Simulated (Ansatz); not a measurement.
# BH (triplet): wave-function methods side by side at distance B1–H2 = 1.474 Å, cc-pVQZ

How much of the correlation energy of BH (triplet) does each wave-function method recover here?

Computed with Ansatz 0.2.0, Gaussian basis. Level: cc-pVQZ, core rule «outside noble gas», up to 1 orbitals frozen.

Plan: UHF; CCSD(T) on ROHF; CCSD(T) on UHF; BCCD(T) on ROHF; CCSDT(Q) on ROHF; CCSDT(Q) on UHF; CASSCF and NEVPT2, 4 electrons in 5 orbitals; Full CI.

17 further runs of the same task are left out: 10 that didn't finish, 7 set aside as unsound or not needed.

### Step 1. The geometry

The geometry derives from a PBE0/def2-TZVP stationary point (not a proven minimum). One bond is set to the value named and the two fragments are kept rigid.

2 atoms, charge 0, spin multiplicity 3.

Atoms are counted from 1 here; the program's logs count them from 0.

No contacts short enough for the rule that draws bonds.

In the tables R marks a restricted open-shell determinant and U an unrestricted one; 'valence' is the active space of 4 electrons in 5 orbitals; energies count from the table's Hartree-Fock row.

### Step 2. UHF

Input file in.yaml:

```yaml
crystal:
  periodic: [false, false, false]
  atoms:
    - {symbol: B, position_ang: [0.000000, 0.000000, 0.000000]}
    - {symbol: H, position_ang: [0.000000, 0.000000, 1.474000]}
basis:
  gaussian: {orbitals: cc-pVQZ}
magnetization: {spin_polarized: true, initial_magnetization: 2}
hamiltonian: {xc: hf}
output: {orbitals: {seedname: orbitals}}
```

Launch:

```sh
$ ansatz run in.yaml --threads 1 --pin off --events-out ev --progress --plain --max-ram 2393MiB
```

The log of the run:

```text
Functional definition: HF
  name "HF"
  cite "Fock, Z. Phys. 61, 126 (1930) doi:10.1007/BF01340294"
  parent pbe
  exchange = exact_x
  correlation = 0
280 factors; their error is unknown
mean field evaluation 1: about -681.8141 eV, gradient 6.4e0 eV
mean field evaluation 2: about -682.4511 eV, gradient 3.2e0 eV
mean field evaluation 4: about -682.7548 eV, gradient 7.4e-1 eV
mean field evaluation 8: about -682.7848 eV, gradient 6.4e-2 eV
mean field evaluation 16: about -682.7249 eV, gradient 1.5e0 eV
mean field -682.78323571 eV, -25.0918211053 hartree, gradient 2.4e-5 eV, S^2 2.008355; 0 other end points of the search recorded, 0 dependent functions left out
reference -682.78323571 eV, -25.0918211053 hartree; 4, 2 occupied and 81, 83 virtual orbitals, 280 factors
Total energy: -682.78323571 eV, -25.0918211053 hartree
```

Run time: 0.33 s. Hardware: 1 thread of Arm Neoverse N1, shared host.

From the report: ⟨S²⟩ of the determinant 2.008 (pure triplet: 2.00).

### Step 3. CCSD(T) on ROHF

Input file in.yaml:

```yaml
crystal:
  periodic: [false, false, false]
  atoms:
    - {symbol: B, position_ang: [0.000000, 0.000000, 0.000000]}
    - {symbol: H, position_ang: [0.000000, 0.000000, 1.474000]}
basis:
  gaussian: {orbitals: cc-pVQZ}
magnetization: {spin_polarized: false, initial_magnetization: 2}
correlation: {method: ccsd_t, electrons: outside_noble_gas}
output: {forces: true}
```

The command is unchanged.

The log of the run, cut to the lines that bear on the results:

```text
Functional definition: HF
  name "HF"
  cite "Fock, Z. Phys. 61, 126 (1930) doi:10.1007/BF01340294"
  parent pbe
[...]
507 factors; integrals over basis functions are off by at most 1.2e-3 eV
[...]
mean field -682.72561573 eV, -25.0897036102 hartree, gradient 1.6e-6 eV, S^2 2.000000; 2 other end points of the search recorded, 0 dependent functions left out
1 core orbitals not correlated: weight in the atoms' cores, before any rotation towards them, 1.000 or more for the frozen orbitals, at most 0.000 for the correlated occupied ones
reference -682.72561573 eV, -25.0897036102 hartree; 3, 1 occupied and 81, 83 virtual orbitals, 507 factors
second order -1.52051942 eV of doubles, -0.03281668 eV of singles
cycle   1  -1.81155457 eV  change   -2.6e-1 eV  update   5.0e-2
[...]
cycle  12  -1.99871518 eV  change    2.8e-7 eV  update   5.1e-7
perturbative correction -0.05871204 eV, -0.0021576275 hartree
[...]
Total energy: -684.78304295 eV, -25.1653126658 hartree
Atom 0 at     0.000000     0.000000     0.000000 Å, force     0.000000    -0.000000     3.132292 eV/Å
Atom 1 at     0.000000     0.000000     1.474000 Å, force    -0.000000     0.000000    -3.132292 eV/Å
Dipole moment:     0.000000     0.000000     0.031140 e Å
```

Run time: 20 s. Hardware: 1 thread of Arm Neoverse N1, shared host; peak memory 0.61 GiB.

From the report: correlation -2.0574 eV; T1 0.038; largest double amplitude 0.05.

### Step 4. CCSD(T) on UHF

in.yaml, as its differences from that of step 3:

```diff
@@ -7,3 +7,3 @@
   gaussian: {orbitals: cc-pVQZ}
-magnetization: {spin_polarized: false, initial_magnetization: 2}
+magnetization: {spin_polarized: true, initial_magnetization: 2}
 correlation: {method: ccsd_t, electrons: outside_noble_gas}
```

The command is unchanged.

The log of the run, cut to the lines that bear on the results:

```text
Functional definition: HF
  name "HF"
  cite "Fock, Z. Phys. 61, 126 (1930) doi:10.1007/BF01340294"
  parent pbe
[...]
507 factors; integrals over basis functions are off by at most 1.2e-3 eV
[...]
mean field -682.78324508 eV, -25.0918214494 hartree, gradient 9.7e-6 eV, S^2 2.008355; 2 other end points of the search recorded, 0 dependent functions left out
1 core orbitals not correlated: weight in the atoms' cores, before any rotation towards them, 1.000 or more for the frozen orbitals, at most 0.000 for the correlated occupied ones
reference -682.78324508 eV, -25.0918214494 hartree; 3, 1 occupied and 81, 83 virtual orbitals, 507 factors
second order -1.50723092 eV of doubles, -0.00000000 eV of singles
cycle   1  -1.76656648 eV  change   -2.6e-1 eV  update   4.9e-2
[...]
cycle  12  -1.94536857 eV  change    6.4e-7 eV  update   6.9e-7
perturbative correction -0.05594481 eV, -0.0020559339 hartree
[...]
Total energy: -684.78455846 eV, -25.1653683598 hartree
Atom 0 at     0.000000     0.000000     0.000000 Å, force    -0.000000    -0.000000     3.124983 eV/Å
Atom 1 at     0.000000     0.000000     1.474000 Å, force     0.000000     0.000000    -3.124983 eV/Å
Dipole moment:    -0.000000    -0.000000     0.031288 e Å
```

It took 20 s on 1 thread of Arm Neoverse N1, shared host; peak memory 0.61 GiB.

From the report: ⟨S²⟩ of the determinant 2.008 (pure triplet: 2.00); correlation -2.0013 eV; T1 0.026; largest double amplitude 0.05.

### Step 5. BCCD(T) on ROHF

Input file in.yaml:

```yaml
crystal:
  periodic: [false, false, false]
  atoms:
    - {symbol: B, position_ang: [0.000000, 0.000000, 0.000000]}
    - {symbol: H, position_ang: [0.000000, 0.000000, 1.474000]}
basis:
  gaussian: {orbitals: cc-pVQZ}
magnetization: {spin_polarized: false, initial_magnetization: 2}
correlation: {method: bccd_t, electrons: outside_noble_gas}
```

Same command.

The log of the run, cut to the lines that bear on the results:

```text
Functional definition: HF
  name "HF"
  cite "Fock, Z. Phys. 61, 126 (1930) doi:10.1007/BF01340294"
  parent pbe
[...]
507 factors; integrals over basis functions are off by at most 1.2e-3 eV
[...]
mean field -682.72561573 eV, -25.0897036102 hartree, gradient 1.6e-6 eV, S^2 2.000000; 2 other end points of the search recorded, 0 dependent functions left out
1 core orbitals not correlated: weight in the atoms' cores, before any rotation towards them, 1.000 or more for the frozen orbitals, at most 0.000 for the correlated occupied ones
reference -682.72561573 eV, -25.0897036102 hartree; 3, 1 occupied and 81, 83 virtual orbitals, 507 factors
second order -1.52051942 eV of doubles, -0.03281668 eV of singles
cycle   1  -1.82453858 eV  change   -2.7e-1 eV  update   5.0e-2
[...]
cycle  11  -2.00032115 eV  change    6.0e-7 eV  update   4.6e-6
perturbative correction -0.05812300 eV, -0.0021359808 hartree
Total energy: -684.78405988 eV, -25.1653500374 hartree
```

It took 4.7 s on 1 thread of Arm Neoverse N1, shared host; peak memory 0.41 GiB.

From the report: correlation -2.0584 eV; largest double amplitude 0.05.

### Step 6. CCSDT(Q) on ROHF

in.yaml, as its differences from that of step 5:

```diff
@@ -8,2 +8,2 @@
 magnetization: {spin_polarized: false, initial_magnetization: 2}
-correlation: {method: bccd_t, electrons: outside_noble_gas}
+correlation: {method: ccsdt_q, electrons: outside_noble_gas}
```

The command is unchanged.

The log of the run, cut to the lines that bear on the results:

```text
Functional definition: HF
  name "HF"
  cite "Fock, Z. Phys. 61, 126 (1930) doi:10.1007/BF01340294"
  parent pbe
[...]
984 factors; integrals over basis functions are off by at most 1.9e-7 eV
[...]
mean field -682.72561610 eV, -25.0897036235 hartree, gradient 1.1e-6 eV, S^2 2.000000; 2 other end points of the search recorded, 0 dependent functions left out
1 core orbitals not correlated: weight in the atoms' cores, before any rotation towards them, 1.000 or more for the frozen orbitals, at most 0.000 for the correlated occupied ones
reference -682.72561610 eV, -25.0897036235 hartree; 3, 1 occupied and 81, 83 virtual orbitals, 984 factors
second order -1.52052370 eV of doubles, -0.03281670 eV of singles
cycle   1  -1.81155192 eV  change   -2.6e-1 eV  update   5.3e-2
[...]
cycle  14  -2.07461863 eV  change   -3.2e-8 eV  update   3.2e-7
perturbative correction -0.00083205 eV, -0.0000305771 hartree
Total energy: -684.80106677 eV, -25.1659750288 hartree
```

Run time: 90 s. Hardware: 1 thread of Arm Neoverse N1, shared host; peak memory 0.97 GiB.

From the report: correlation -2.0755 eV; T1 0.040; largest double amplitude 0.06.

### Step 7. CCSDT(Q) on UHF

in.yaml, as its differences from that of step 6:

```diff
@@ -7,3 +7,3 @@
   gaussian: {orbitals: cc-pVQZ}
-magnetization: {spin_polarized: false, initial_magnetization: 2}
+magnetization: {spin_polarized: true, initial_magnetization: 2}
 correlation: {method: ccsdt_q, electrons: outside_noble_gas}
```

The command is unchanged.

The log of the run:

```text
Functional definition: HF
  name "HF"
  cite "Fock, Z. Phys. 61, 126 (1930) doi:10.1007/BF01340294"
  parent pbe
  exchange = exact_x
  correlation = 0
984 factors; integrals over basis functions are off by at most 1.9e-7 eV
mean field evaluation 1: about -681.8128 eV, gradient 6.4e0 eV
mean field evaluation 2: about -681.8133 eV, gradient 6.4e0 eV
mean field evaluation 4: about -682.6986 eV, gradient 1.3e0 eV
mean field evaluation 8: about -682.7813 eV, gradient 2.0e-1 eV
mean field evaluation 16: about -682.7519 eV, gradient 7.4e-1 eV
mean field evaluation 32: about -682.7273 eV, gradient 1.5e0 eV
mean field -682.78324550 eV, -25.0918214651 hartree, gradient 7.0e-6 eV, S^2 2.008355; 2 other end points of the search recorded, 0 dependent functions left out
1 core orbitals not correlated: weight in the atoms' cores, before any rotation towards them, 1.000 or more for the frozen orbitals, at most 0.000 for the correlated occupied ones
reference -682.78324550 eV, -25.0918214651 hartree; 3, 1 occupied and 81, 83 virtual orbitals, 984 factors
second order -1.50723511 eV of doubles, -0.00000000 eV of singles
cycle   1  -1.76656394 eV  change   -2.6e-1 eV  update   5.1e-2
cycle   2  -1.98915240 eV  change   -2.2e-1 eV  update   2.8e-2
cycle   3  -2.00062099 eV  change   -1.1e-2 eV  update   1.2e-2
cycle   4  -2.01522887 eV  change   -1.5e-2 eV  update   6.8e-3
cycle   5  -2.01859732 eV  change   -3.4e-3 eV  update   3.0e-3
cycle   6  -2.01692482 eV  change    1.7e-3 eV  update   8.5e-4
cycle   7  -2.01774345 eV  change   -8.2e-4 eV  update   3.6e-4
cycle   8  -2.01786120 eV  change   -1.2e-4 eV  update   1.2e-4
cycle   9  -2.01771876 eV  change    1.4e-4 eV  update   5.6e-5
cycle  10  -2.01774728 eV  change   -2.9e-5 eV  update   2.3e-5
cycle  11  -2.01774816 eV  change   -8.8e-7 eV  update   8.7e-6
cycle  12  -2.01774912 eV  change   -9.7e-7 eV  update   2.6e-6
cycle  13  -2.01774722 eV  change    1.9e-6 eV  update   9.3e-7
cycle  14  -2.01774712 eV  change    1.0e-7 eV  update   3.0e-7
perturbative correction -0.00080766 eV, -0.0000296808 hartree
Total energy: -684.80180028 eV, -25.1660019850 hartree
```

It took 89 s on 1 thread of Arm Neoverse N1, shared host; peak memory 0.96 GiB.

From the report: ⟨S²⟩ of the determinant 2.008 (pure triplet: 2.00); correlation -2.0186 eV; T1 0.028; largest double amplitude 0.06.

### Step 8. CASSCF and NEVPT2, 4 electrons in 5 orbitals

Input file in.yaml:

```yaml
crystal:
  periodic: [false, false, false]
  atoms:
    - {symbol: B, position_ang: [0.000000, 0.000000, 0.000000]}
    - {symbol: H, position_ang: [0.000000, 0.000000, 1.474000]}
basis:
  gaussian: {orbitals: cc-pVQZ}
magnetization: {spin_polarized: false, initial_magnetization: 2}
correlation: {method: sc_nevpt2, electrons: outside_noble_gas, active_space: {window: {electrons: 4, orbitals: 5}, shells: [{species: B, l: s, shell: 2}, {species: B, l: p, shell: 2}, {species: H, l: s, shell: 1}]}}
```

Same command.

The log of the run:

```text
Functional definition: HF
  name "HF"
  cite "Fock, Z. Phys. 61, 126 (1930) doi:10.1007/BF01340294"
  parent pbe
  exchange = exact_x
  correlation = 0
984 factors; integrals over basis functions are off by at most 1.9e-7 eV
mean field evaluation 1: about -681.4720 eV, gradient 6.3e0 eV
mean field evaluation 2: about -681.4722 eV, gradient 6.3e0 eV
mean field evaluation 4: about -682.5471 eV, gradient 2.0e0 eV
mean field evaluation 8: about -682.7256 eV, gradient 2.4e-4 eV
mean field evaluation 16: about -682.7256 eV, gradient 1.2e-4 eV
mean field -682.72561610 eV, -25.0897036235 hartree, gradient 1.1e-6 eV, S^2 2.000000; 2 other end points of the search recorded, 0 dependent functions left out
reference -682.72561610 eV, -25.0897036235 hartree; 4, 2 occupied and 81, 83 virtual orbitals, 984 factors
state -683.51943369 eV, -25.1188758819 hartree
state -683.51943369 eV, -25.1188758819 hartree; corrected -684.42093020 eV, -25.1520052677 hartree
Total energy: -684.42093020 eV, -25.1520052677 hartree
Checks for a lower state left out: starts, orbital_swaps
```

It took 3.2 s on 1 thread of Arm Neoverse N1, shared host.

From the report: 24 determinants; active occupations 1.95, 1.00, 1.00, 0.04, 0.01.

### Step 9. Full CI

Input file in.yaml:

```yaml
crystal:
  periodic: [false, false, false]
  atoms:
    - {symbol: B, position_ang: [0.000000, 0.000000, 0.000000]}
    - {symbol: H, position_ang: [0.000000, 0.000000, 1.474000]}
basis:
  gaussian: {orbitals: cc-pVQZ}
magnetization: {spin_polarized: false, initial_magnetization: 2}
correlation: {method: fci, electrons: outside_noble_gas}
```

Launched as before.

The log of the run:

```text
Functional definition: HF
  name "HF"
  cite "Fock, Z. Phys. 61, 126 (1930) doi:10.1007/BF01340294"
  parent pbe
  exchange = exact_x
  correlation = 0
984 factors; integrals over basis functions are off by at most 1.9e-7 eV
mean field evaluation 1: about -681.4720 eV, gradient 6.3e0 eV
mean field evaluation 2: about -681.4722 eV, gradient 6.3e0 eV
mean field evaluation 4: about -682.5471 eV, gradient 2.0e0 eV
mean field evaluation 8: about -682.7256 eV, gradient 2.4e-4 eV
mean field evaluation 16: about -682.7256 eV, gradient 1.2e-4 eV
mean field -682.72561610 eV, -25.0897036235 hartree, gradient 1.1e-6 eV, S^2 2.000000; 2 other end points of the search recorded, 0 dependent functions left out
mean field evaluation 32: about -682.7832 eV, gradient 5.6e-3 eV
1 core orbitals not correlated: weight in the atoms' cores, before any rotation towards them, 1.000 or more for the frozen orbitals, at most 0.000 for the correlated occupied ones
reference -682.72561610 eV, -25.0897036235 hartree; 3, 1 occupied and 81, 83 virtual orbitals, 984 factors
state -684.80121719 eV, -25.1659805570 hartree
Total energy: -684.80121719 eV, -25.1659805570 hartree
```

Run time: 64 s. Hardware: 1 thread of Arm Neoverse N1, shared host; peak memory 0.58 GiB.

From the report: 3,037,760 determinants, symmetry B1.

### Step 10. How many determinants matter

Natural occupations of the FCI state about the gap (report; correlated orbitals 1 to 10): 1.925, 0.989, 0.986, 0.034, 0.024, 0.009, 0.007, 0.006, 0.005, 0.004. The count of effectively unpaired electrons, Σ n²(2 − n)², is 2.03; a single determinant of this spin has 2.

### Step 11. Misses and costs

The yardstick is full CI for this spin, exact in this basis with these frozen cores. Rows without a time come out of other runs: HF, MP2 and CCSD of CCSD(T), CCSDT of CCSDT(Q), CASSCF and MRCISD of the multireference runs. The times of RCCSD(T), UCCSD(T) include forces.

Differences are taken before rounding.

```tsv
method	energy from the lowest RHF (meV)	from FCI (meV)	time
RHF	0.0	+2075.6	
UHF	-57.6	+2018.0	
RMP2	-1553.3	+522.3	
UMP2	-1564.9	+510.7	
RCCSD	-1998.7	+76.9	
UCCSD	-2003.0	+72.6	
RCCSD(T)	-2057.4	+18.2	20 s
UCCSD(T)	-2058.9	+16.7	20 s
BCCD(T)	-2058.4	+17.2	4.7 s
RCCSDT	-2074.6	+1.0	
UCCSDT	-2075.4	+0.2	
RCCSDT(Q)	-2075.5	+0.2	90 s
UCCSDT(Q)	-2076.2	-0.6	89 s
CASSCF valence	-793.8	+1281.8	
NEVPT2 valence	-1695.3	+380.3	3.2 s
FCI	-2075.6	0	64 s
```

Among the levels timed on like hardware and quicker than the yardstick, those that no quicker one beats, quickest first: NEVPT2 valence (3.2 s, +380.3 meV); BCCD(T) (4.7 s, +17.2 meV); UCCSD(T) (20 s, +16.7 meV).

### Step 12. Outcome

```
                         quantity                                                              value
         FCI below the RHF energy                                                         -2.0756 eV
                    RMP2 from FCI                                                         +522.3 meV
                    UMP2 from FCI                                                         +510.7 meV
                   RCCSD from FCI                                                          +76.9 meV
                RCCSD(T) from FCI                                                          +18.2 meV
                UCCSD(T) from FCI                                                          +16.7 meV
               RCCSDT(Q) from FCI                                                           +0.2 meV
               UCCSDT(Q) from FCI                                                           -0.6 meV
          NEVPT2 valence from FCI                                                         +380.3 meV
levels within 1 kcal/mol (43 meV)  RCCSD(T), UCCSD(T), BCCD(T), RCCSDT, UCCSDT, RCCSDT(Q), UCCSDT(Q)
                    T1 diagnostic                                                              0.038
   effectively unpaired electrons                                                               2.03
```

What this shows: RCCSD(T) misses by +18.2 meV, 0.9 % of the correlation energy. One determinant dominates. These misses are within one basis, not against nature; the frozen cores of restricted and unrestricted runs differ, which can shift their rows.

UCCSD(T) reaches 16.7 meV from the reference in 20 s, where FCI took 64 s; the quickest level in the cost chart, NEVPT2 valence, takes 3.2 s and misses by 380.3 meV.
